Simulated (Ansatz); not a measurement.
**HPN, quartet: reading a ladder of total energies**

Geometry: that of the HPN, doublet, kept fixed. The doublet lies 3.4 eV lower here.

```xyz
3

N     0.0000    0.0742    1.0838
P     0.0000   -0.0767   -0.4631
H     0.0000    1.3249   -0.8309
```

Basis 6-31G; Ansatz 0.2.0. Correlated methods freeze the noble-gas cores, which leaves 11 electrons in 18 orbitals. Prefix R: restricted or restricted open-shell reference; prefix U: unrestricted.

Full CI is exact within this basis and frozen core; it isn't the basis-set limit. The frozen core follows each run's orbitals, which can shift R against U totals by a few meV.

UCCSD has a T1 diagnostic of 0.024 and a largest doubles amplitude of 0.04.

Runs differ by some tens of microhartree through their thresholds and, for an open shell, their frozen cores, so the step to full CI, which has another core, is uncertain by up to 0.1 kcal/mol.

| level | total energy (hartree) |
| --- | --- |
| UHF | -395.519880 |
| UMP2 | -395.612069 |
| UCCSD | -395.636028 |
| UCCSD(T) | -395.637911 |
| UCCSDT | -395.638451 |
| UCCSDT(Q) | -395.638626 |
| UCCSDTQ | -395.638644 |
| full CI | -395.638616 |

**Question.** What is the correlation energy at full CI, and what share of it do UMP2 and UCCSD(T) recover?

**Answer.** E(corr) = -395.638616 − (-395.519880) = -0.118736 hartree = -3.231 eV. UMP2: -0.092189 / -0.118736 = 77.64 %. UCCSD(T): -0.118031 / -0.118736 = 99.41 %.

**Question.** By how many kcal/mol does UCCSD(T) miss full CI (1 hartree = 627.509 kcal/mol), and which steps make up the rest?

**Answer.** -395.637911 − (-395.638616) = 0.000705 hartree = 0.44 kcal/mol. Steps: UCCSDT − UCCSD(T) = -0.34, UCCSDT(Q) − UCCSDT = -0.11, UCCSDTQ − UCCSDT(Q) = -0.01, full CI − UCCSDTQ = 0.02 kcal/mol. That is within 1 kcal/mol of the reference in this basis, which itself misses far more of the correlation at the basis-set limit.
